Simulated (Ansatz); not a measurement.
# Worked example: C4H5N → C3H5 + CN

Species: C4H5N `C=CCC#N`, singlet; C3H5 `[CH2]C=C`, doublet; CN, doublet. 

Shapes, held fixed at every level: PBE0-D4/def2-TZVP. Flexible molecules stand in one conformer, not always the lowest. Programs: Ansatz 0.2.0. Electronic energies: no zero-point or thermal term.

At B2PLYP/def2-TZVPP; 1 Eh = 2625.50 kJ/mol:

| species | energy (Eh) |
| --- | --- |
| C4H5N | -210.045350 |
| C3H5 | -117.188320 |
| CN | -92.682078 |

Problem. Work out ΔE of the reaction at this level.

Solution. 
1. Products less reactants: (-117.188320) + (-92.682078) − [(-210.045350)] = 0.174952 Eh = +459.3 kJ/mol.

Other levels give +337.0 (HF/def2-TZVPP) to +487.8 kJ/mol (wB97M-V/def2-TZVPP). No measured value is set beside it here. Spin contamination: C3H5 (⟨S²⟩ up to 0.95), CN (⟨S²⟩ up to 1.11). Open shells run unrestricted unless RO is named.
